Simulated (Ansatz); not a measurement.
Two shapes of singlet SO3.

Shape 1:

```xyz
4

S    -0.0352    0.0234   -0.0267
O     1.4136   -0.0320    0.0265
O    -0.7472    1.2888   -0.0129
O    -0.7399   -1.2796    0.0340
```

Shape 2:

```xyz
4

S     0.0000    0.0000    0.0000
O     1.3262    0.0000    0.0000
O    -0.6631    1.1485    0.0000
O    -0.6631   -1.1485    0.0000
```

Basis set: cc-pVDZ (spherical functions). Left uncorrelated: 8 orbitals. Charge 0, multiplicity 1.

Computed with Ansatz (development build ahead of 0.2.0); each method stands on the lowest determinant of its kind that the runs found.

Task: Which shape is lower in energy, and by how much in each method?

Result:

| method | E(2) − E(1) (eV) |
| --- | --- |
| RHF | 0.962 |
| RHF-MP2 | 2.486 |

Shape 1 is lower. Caution: no unrestricted run beside it, a lower state can exist.
